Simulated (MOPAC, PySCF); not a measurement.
Stepwise substitution at one centre (Si Cl-H). Gas-phase values, no solvent. Strings in code marks are SMILES.

Quantity: redistribution energy (mixed species minus the weighted end members), in eV. Semi-empirical values (MOPAC) are differences of heats of formation.

Level 1: PBE-D3(BJ)/def2-TZVP // CAM-B3LYP-D3(BJ)/def2-TZVP (PySCF)
Level 2: PBE/6-31G* // CAM-B3LYP-D3(BJ)/def2-TZVP (PySCF)
Level 3: SVWN5/6-31G* // CAM-B3LYP-D3(BJ)/def2-TZVP (PySCF)
Level 4: PM6 // CAM-B3LYP-D3(BJ)/def2-TZVP (MOPAC)

```csv
species,level 1,level 2,level 3,level 4
3 of 4 Cl replaced by H: `[SiH3]Cl`,(withheld),0.035,0.082,0.040
2 of 4 Cl replaced by H: `Cl[SiH2]Cl`,0.003,-0.013,0.042,(withheld)
1 of 4 Cl replaced by H: `Cl[SiH](Cl)Cl`,(withheld),-0.052,-0.018,-0.077
```

**Question.** Complete the blanks.

**Answer.** 
- 3 of 4 Cl replaced by H: `[SiH3]Cl`, level 1: 0.047
- 2 of 4 Cl replaced by H: `Cl[SiH2]Cl`, level 4: -0.025
- 1 of 4 Cl replaced by H: `Cl[SiH](Cl)Cl`, level 1: -0.041
